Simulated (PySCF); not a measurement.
# Solver options tried on AlH

The same problem is solved with other solver options, one edit a run.

The runs use PySCF 2.14.0; each script names its method and basis.

1 further run of the same task is left out (it didn't finish).

**1. The system as given**

AlH: 2 atoms, charge 0, spin multiplicity 1.

Bond lengths: Al1–H2 1.591 Å.

**2. The run that the others are compared with**

Contents of input.py:

```python
from pyscf import gto, scf

mol = gto.M(
    atom='Al 0 0 0; H 0 0 1.591',
    basis='minao',
    charge=0,
    spin=0,
    verbose=3,
)
mf = scf.UHF(mol)
mf.kernel()
mf.dip_moment()
print('orbital energies (hartree):', [e[max(0, n-3):n+3].round(4) for e, n in zip(mf.mo_energy, mol.nelec)])
```

Command:

```bash
OMP_NUM_THREADS=1 python input.py
```

Its log is not repeated here.

It gives: E(SCF) = -242.428965 Eh, μ = 0.15 D.

The bond length is a typed value, not an optimised one.

**3. Damping 0.2**

Run 1 changes damping: none → 0.2.

Contents of input.py:

```python
from pyscf import gto, scf

mol = gto.M(
    atom='Al 0 0 0; H 0 0 1.591',
    basis='minao',
    charge=0,
    spin=0,
    verbose=3,
)
mf = scf.UHF(mol)
mf.damp = 0.2
mf.diis_start_cycle = 8
mf.kernel()
mf.dip_moment()
print('orbital energies (hartree):', [e[max(0, n-3):n+3].round(4) for e, n in zip(mf.mo_energy, mol.nelec)])
```

Command:

```bash
OMP_NUM_THREADS=1 python input.py
```

**4. Convergence threshold 1e-13 hartree**

Run 2 changes convergence threshold: default → 1e-13 hartree.

Edit input.py of step 2 so:

```diff
@@ -10,2 +10,3 @@
 mf = scf.UHF(mol)
+mf.conv_tol = 1e-13
 mf.kernel()
```

Q: Predict the outcome of this session. Wanted: for each run, E(SCF); from base; gap; SCF dipole.

**Answer**, as computed:

| run | E(SCF) (hartree) | from base (eV) | gap (eV) | SCF dipole (D) |
| --- | --- | --- | --- | --- |
| base | -242.428965 | 0 | 8.63 | 0.15 |
| damping 0.2 | -242.428965 | 0.0000 | 8.63 | 0.15 |
| convergence threshold 1e-13 hartree | -242.428965 | 0.0000 | 8.63 | 0.15 |

**Reading.** With damping 0.2 or convergence threshold 1e-13 hartree the SCF ends at the base energy.
